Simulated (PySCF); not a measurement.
**How the method changes the constants of PH**

State: ³Σ⁻ (triplet), unpaired electrons π ↑↑. Set-up: P aug-cc-pV(D+d)Z, H aug-cc-pVDZ; no relativity (PySCF 2.14). De refers to P + H in their high-spin ground configurations, without counterpoise correction. The functionals are run spin-unrestricted. A positive dipole means P(−)H(+).

| Level | Re (Å) | ωe (cm⁻¹) | De (eV) | μ (D) | CPU s a point (SCF and correlation, without the integrals) |
| --- | --- | --- | --- | --- | --- |
| UHF | 1.419 | 2500 | 2.20 | 0.54 | 0.074 |
| UHF-MP2 | 1.430 | 2419 | 2.71 | n/a | 0.11 |
| UHF-SCS-MP2 | 1.432 | 2403 | 2.82 | n/a | n/a |
| UHF-CCSD | 1.437 | 2358 | 2.86 | n/a | n/a |
| UHF-CCSD(T) | 1.439 | 2340 | 2.89 | n/a | 0.85 |
| PBE | 1.450 | 2290 | 3.20 | 0.41 | 0.38 |
| PW91 | 1.448 | 2294 | 3.22 | 0.41 | 0.29 |
| BP86 | 1.450 | 2282 | 3.38 | 0.41 | 0.26 |
| r²SCAN | 1.436 | 2364 | 3.21 | 0.48 | 0.61 |
| r²SCANh | 1.432 | 2387 | 3.20 | 0.49 | 0.65 |
| PBE0 | 1.436 | 2378 | 3.17 | 0.46 | 0.56 |
| LC-ωPBE | 1.428 | 2455 | 3.14 | 0.54 | 0.49 |

The bond length runs from 1.419 Å (UHF) to 1.450 Å (BP86). De spans 2.20 eV (UHF, mean field) to 3.38 eV (BP86, GGA). Correlation at CCSD(T) changes the Hartree–Fock bond energy by +0.69 eV; the triples alone change it by +0.03 eV.

Correlated steps freeze 5 core orbitals. Correlated levels converge slowly with the basis: in double zeta they bind strong bonds too weakly, by up to about 1 eV, and carry superposition errors of some tenths. The state is the lowest determinant that a PBE0 search found; another state may lie lower at other levels.

The whole job (state search and all levels along the bond) took about 1.2 min on 1 thread of Arm Neoverse V1 (shared host), peak memory 0.47 GiB.
